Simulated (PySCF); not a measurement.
Method: PySCF energies plus ideal-gas RRHO corrections (1 bar). Table values come from the NASA 1993 polynomials. 6-31G* has spherical d functions here. All species are closed-shell singlets. The harmonic model lacks anharmonicity and excited electronic states, which grow with temperature; levels with a mode under 35 cm⁻¹ are left out. The table's entry may be an old estimate for SiHCl3 (not checked at source).

Harmonic frequencies at HF/6-31G* (cm⁻¹): 188, 188, 269, 518, 631, 631, 889, 889, 2511. Point group C3v; S°(298 K) = 311.5 J/mol/K at this level.

### Question
Work out Cp and S° of gaseous SiHCl3 at 500, 800, 1200, 1600, 2000 K from these, and set them beside the table.

### Answer
```csv
T (K),Cp HF/6-31G*,Cp table,S° HF/6-31G*,S° table
500,87.3,88.9,353.2,356.4
800,96.0,97.2,396.4,400.2
1200,101.2,101.9,436.4,440.7
1600,103.8,104.4,465.9,470.4
2000,105.2,105.8,489.3,493.9
```
Units J/mol/K.
